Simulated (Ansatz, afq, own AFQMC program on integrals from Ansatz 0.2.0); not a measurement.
AFQMC on a folder of integrals that Ansatz 0.2.0 wrote.

```yaml
crystal:
  periodic: [false, false, false]
  atoms:
    - {symbol: Si, position_ang: [0.000000, -0.058580, 1.033138]}
    - {symbol: Al, position_ang: [0.000000, 0.006344, -1.103876]}
    - {symbol: H, position_ang: [0.000000, 1.462443, 0.762027]}
basis:
  gaussian: {orbitals: 6-31G}
magnetization: {spin_polarized: false}
correlation: {method: ccsd_t, electrons: outside_noble_gas, hamiltonian_folder: ham}
```

```sh
$ ansatz run in.yaml --threads 1 --pin off --events-out ev --progress --plain --max-ram 24576MiB --backend cuda --devices 0, --max-vram 18GiB
```

afq runs on the folder ham with

```
--method phaseless --trial cisd --walkers 4000 --populations 20 --least-time 60 --time-step 0.005 --steps-per-block 50 --equilibration-blocks 28 --max-blocks 4000 --target-error 0.00017 --factor-cut 1e-05 --seed 5228 --release-times 0.24,0.51,0.99,1.62,2.4 --release-step 0.03 --release-every 3 --taylor-order 6
```

Times are imaginary, in 1/Eh. The walk had a cap of 122 s. With eight or more populations the least sampling time is a fifth of least-time, and the error comes from their spread.

Log:

```
orbitals 18  electrons 4 4  factors 114 of 310
reference energy -531.21738671 Eh
CCSD correlation -0.12520452 Eh in 14 cycles, weight of the determinant in the CISD state 0.8191
energy of the start -531.342600 Eh
 block  time / (1/Eh)  mean weight  energy / Eh
     1     0.250  1.0000  -531.341238
     2     0.500  1.0000  -531.341105
     3     0.750  1.0001  -531.341565
     4     1.000  1.0000  -531.342293
     5     1.250  1.0000  -531.342807
    10     2.500  1.0000  -531.345299
    31     7.750  0.9999  -531.349559
    56    14.000  1.0000  -531.347885
    81    20.250  1.0001  -531.349255
   106    26.500  0.9997  -531.348847
   131    32.750  1.0000  -531.348138
   156    39.000  1.0001  -531.347761
   181    45.250  1.0001  -531.347456
   196    49.000  1.0001  -531.346344
   206    51.500  1.0000  -531.346819
   231    57.750  1.0000  -531.347188
   236    59.000  1.0000  -531.348438
error from the spread of 20 populations
released: time / (1/Eh)  energy / Eh  error  mean overlap
  0.24  -531.348267  0.000132  1.0001
  0.51  -531.348516  0.000118  0.9999
  0.99  -531.348698  0.000091  1.0015
  1.62  -531.348911  0.000069  0.9988
  2.40  -531.349197  0.000085  0.9977
energy -531.348104 +/- 0.000168 Eh
(rows thinned)
```

The run passed its tests (sampling time, drift between the halves within three errors, error under three times the target), which doesn't prove that it has relaxed.

Against this walk (error 4.6 meV) on the same determinant: CCSD(T) 1.2 meV higher (within the noise), CCSDT(Q) 43.9 meV lower, CCSDTQ 43.6 meV lower, full CI 45.5 meV lower. The error is statistical and leaves out the bias of the constraint. The released energies are still falling (meV from the phaseless value at times in 1/Eh: -4 ± 4 at 0.24, -11 ± 3 at 0.51, -16.1 ± 2.5 at 0.99, -22.0 ± 1.9 at 1.62, -29.7 ± 2.3 at 2.40), so they give no level; they do show a bias of the constraint, and the last of them that isn't too noisy lies 16 meV above full CI. Full CI is exact here, so the walk's 45 meV above it is the walk's own error: the bias of the constraint with this trial.

Cautions: constraint bias not in the error; another spin lies lower; restricted determinant unstable towards unrestricted (UHF 1.05 eV lower, ⟨S²⟩ 1.19); the search met a lower determinant of the same kind, perhaps of another symmetry (5 meV lower), and this one is a saddle point; strong correlation (T1 0.038, weight of the determinant 0.82, largest double 0.17); CCSDTQ on the UHF determinant differs (211 meV lower), perhaps since the unrestricted series falls towards higher spin.

The walk took 79 s on 1 × NVIDIA H100 80GB HBM3 with 2 threads of AMD EPYC 7R13 Processor (Zen 3) (shared host) (the card was shared). The log's last line is the phaseless energy.

CCSDT and higher add their correlation energy to the determinant of the CCSD(T) run, since their own runs factorise the integrals more tightly (a shift of under 2 meV). A walk keeps the symmetry of its determinant, which the program's search chose and which needn't be the lowest solution, so a lower state of the same spin and another symmetry isn't excluded.
